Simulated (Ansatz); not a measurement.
System: CH$_{3}$F, charge 0, singlet. CH3F (SMILES CF).
B3LYP-D3(BJ)/def2-TZVP minimum from Ansatz (a quantum-chemistry and plane-wave program):
```xyz
5

C     -0.6251     0.0987     0.0634
F      0.7404    -0.1169    -0.0750
H     -0.8995    -0.0428     1.1096
H     -0.8540     1.1182    -0.2499
H     -1.1596    -0.6155    -0.5645
```

Total energies in hartree (Ansatz). UHF or UKS for unpaired electrons; spin-orbit terms are left out. Correlated methods leave the cores frozen. No relativity. Where a partner has so few electrons that a lower coupled-cluster level is exact, that level stands in.

| species | HF/cc-pVTZ | CCSD(T)/cc-pVTZ | HF/cc-pVQZ | CCSD(T)/cc-pVQZ | CCSDT(Q)/cc-pVTZ |
|---|---|---|---|---|---|
| 1: CH3F (SMILES CF) | -139.09412 | -139.55789 | -139.10577 | -139.60338 | -139.55864 |
| 2: C (triplet) | -37.69157 | -37.78076 | -37.69331 | -37.78654 | -37.78126 |
| 3: F (doublet) | -99.40552 | -99.62036 | -99.41377 | -99.65026 | -99.62061 |
| 4: H (doublet) | -0.49981 | -0.49981 | -0.49995 | -0.49995 | -0.49981 |

Q: Work out the atomisation energy (electronic, to ground-state atoms) in kJ/mol: take Hartree-Fock from cc-pVQZ, extrapolate the CCSD(T) correlation energy as X^-3 (X = 3, 4), and add CCSDT(Q) - CCSD(T) in cc-pVTZ. 1 hartree = 2625.5 kJ/mol.

A: 
Species 1: correlation (64·(-0.49761) - 27·(-0.46377))/37 = -0.52230; step -0.00075; E1 = -139.10577 + (-0.52230) + (-0.00075) = -139.62882
Species 2: correlation (64·(-0.09323) - 27·(-0.08919))/37 = -0.09618; step -0.00050; E2 = -37.69331 + (-0.09618) + (-0.00050) = -37.78999
Species 3: correlation (64·(-0.23649) - 27·(-0.21484))/37 = -0.25229; step -0.00025; E3 = -99.41377 + (-0.25229) + (-0.00025) = -99.66631
Species 4: correlation (64·(0.00000) - 27·(0.00000))/37 = 0.00000; step +0.00000; E4 = -0.49995 + (0.00000) + (+0.00000) = -0.49995
-1·E1 +1·E2 +1·E3 +3·E4 = 0.67267 hartree = 1766.1 kJ/mol.
